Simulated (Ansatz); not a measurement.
## Worked example: correlation energy of HCSi, sextet

Geometry: that of the HCSi, quartet, kept fixed. The doublet lies 3.9 eV lower here.

```xyz
3

Si    0.0000    0.0326    0.6172
C     0.0000   -0.1270   -1.2686
H     0.0000    0.6065   -2.0825
```

Basis 6-31G; Ansatz 0.2.0. Correlated methods freeze the noble-gas cores, which leaves 9 electrons in 18 orbitals. R marks a restricted (for open shells ROHF) determinant, U an unrestricted one.

Full CI is exact within this basis and frozen core; it isn't the basis-set limit. The frozen core follows each run's orbitals, which can shift R against U totals by a few meV.

Runs differ by some tens of microhartree through their thresholds and, for an open shell, their frozen cores, so steps under 0.1 kcal/mol mean nothing.

```csv
level,total energy (hartree)
UHF,-327.108970
UMP2,-327.168682
UCCSD,-327.187382
UCCSD(T),-327.188487
UCCSDT,-327.188836
UCCSDT(Q),-327.188936
UCCSDTQ,-327.188953
full CI,-327.188915
```

**Question.** What is the correlation energy at full CI, and what share of it do UMP2 and UCCSD recover?

**Answer.** E(corr) = -327.188915 − (-327.108970) = -0.079945 hartree = -2.175 eV. UMP2: -0.059712 / -0.079945 = 74.69 %. UCCSD: -0.078412 / -0.079945 = 98.08 %.

**Question.** By how many kcal/mol does UCCSD(T) miss full CI (1 hartree = 627.509 kcal/mol), and which steps make up the rest?

**Answer.** -327.188487 − (-327.188915) = 0.000428 hartree = 0.27 kcal/mol. Steps: UCCSDT − UCCSD(T) = -0.22, UCCSDT(Q) − UCCSDT = -0.06, UCCSDTQ − UCCSDT(Q) = -0.01, full CI − UCCSDTQ = 0.02 kcal/mol. That is within 1 kcal/mol of the reference in this basis, which itself misses far more of the correlation at the basis-set limit.
